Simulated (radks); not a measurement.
**P⁶⁺ in [He] 2s2 2p5: an all-electron calculation**

One table from this session's results is given with a row withheld; the runs are named, their logs left out.

The numbers are computed with radks (a radial shooting solver on a logarithmic mesh, Libxc functionals) version 1 (Dirac Kohn-Sham, BLYP, spin-unpolarised, spherical densities, point nucleus; open shells fill j = l - 1/2 first), except any that are marked as measured or tabulated.

**Starting point**

| Item | Value |
| --- | --- |
| element | phosphorus (Z = 15) |
| charge | +6 |
| electrons | 9 |
| configuration | [He] 2s2 2p5 |

Set-up of the first run:

Input:

```text
Z 15
configuration [He] 2s2 2p5 3s0 3p0
relativity Dirac
functional b88,lyp
spin unpolarised
j_filling energy
nucleus point
c 137.035999084
```

One of the session's tables, all rows but one given; the rest of the session is left out.

It belongs to the step «Shells». From the orbitals of this run (lengths in bohr):

```
level     <r>  outermost maximum (interpolated)  90 % within  nodes
1s1/2  0.1035                            0.0676        0.185      0
2s1/2  0.5019                             0.411        0.783      1
2p1/2  0.4576                             0.342        0.758      0
2p3/2  0.4596                             0.344        0.760      0
3s1/2   1.406                              1.30         2.04      2
3p1/2   1.451                              1.34         2.14      1
3p3/2       ?                                 ?            ?      ?
```

Estimate the missing values for 3p3/2.

The run gave: <r>: 1.454; outermost maximum (interpolated): 1.34; 90 % within: 2.14; nodes: 1. In the column «<r>» it is the highest.

Caveats from the session: Spin polarisation and multiplet splitting are left out.
